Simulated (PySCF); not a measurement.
Metal–ligand bonds in Ti(F)3–Y. Isolated molecules, 0 K electronic values unless said otherwise. One relaxed conformer stands for each flexible species; it need not be the lowest. Multiplicities are imposed; where one is given, others were not computed. Strings in code marks are SMILES.

All values below come from PBE-D3(BJ)/def2-TZVP // PBE-D3(BJ)/def2-SVP in PySCF. 

| species | dipole moment (D) | highest occupied spin orbital (eV) |
|---|---|---|
| free radical OH (`[OH]`) | 1.73 | -7.14 |
| free radical NH2 (`[NH2]`) | 1.92 | -7.20 |
| free radical CH3 (`[CH3]`) | 0.00 | -5.38 |
| free radical N(CH3)2 (`C[N]C`) | 1.70 | -5.56 |
